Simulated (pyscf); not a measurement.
H₃C–CH₃ (SMILES CC) + Cl–In (SMILES [Cl][In]) [singlet] → H₃C–In(CH₃)–Cl (SMILES [CH3][In]([CH3])[Cl]), an insertion (singlet surface; C–C broken, C–In, C–In formed). Optimised with ωB97X-D3(BJ)/def2-SVP in PySCF. Energies in kJ/mol from the separated reactants.

Small-basis levels: PySCF, no dispersion term, spherical d functions. AM1 to PM7: differences of heats of formation from MOPAC, which are fitted to 298 K values and so differ in kind from electronic energies by zero-point and thermal terms. Cost: rough CPU time at the saddle relative to B3LYP/6-31G*+LANL2DZ, from one job on a shared machine.

| level | barrier | reaction energy | cost |
|---|---|---|---|
| HF/6-31G*+LANL2DZ | 549.3 | +87.7 | 0.1 |
| SVWN5/6-31G*+LANL2DZ | [?] | +39.3 | 1.0 |
| BP86/6-31G*+LANL2DZ | 375.0 | +51.0 | 1 |
| PBE/6-31G*+LANL2DZ | 371.4 | +50.3 | 2 |
| B3LYP/LANL2DZ | 396.4 | +29.2 | 0.8 |
| B3LYP/6-31G*+LANL2DZ | 413.4 | +55.1 | 1 |
| B3LYP/6-311+G**+LANL2DZ | 405.7 | +52.8 | 2 |
| AM1 | 387.2 | +129.0 | under 0.02 |
| PM3 | [?] | +17.6 | under 0.02 |
| ωB97M-D3(BJ)/def2-TZVP | [?] | +70.8 | – |

Some entries are withheld; supply them.


- SVWN5/6-31G*+LANL2DZ, barrier: 358.1
- PM3, barrier: 356.8
- ωB97M-D3(BJ)/def2-TZVP, barrier: 436.4

Against the last row the barrier runs from -79.6 (PM3) to +112.9 kJ/mol (HF/6-31G*+LANL2DZ). ωB97M-D3(BJ)/def2-TZVP has limits of its own. From the product side, CH₃• + [H₃C–In–Cl]• lies, by one bond made or cut, 91.8 kJ/mol under this saddle at ωB97M-D3(BJ)/def2-TZVP. The same reactants have a lower exit, to CH₃• + CH₃• + Cl–In [singlet] (no saddle counted: cutting one bond costs +410.4 kJ/mol at ωB97M-D3(BJ)/def2-TZVP, against +436.4 kJ/mol here). This is the saddle that the search found; another between the same sides may lie lower. A restricted solution here is unstable towards spin polarisation, so biradical character is likely and single-reference numbers are less safe. In the def2 sets elements past Kr carry core potentials, without spin-orbit coupling.
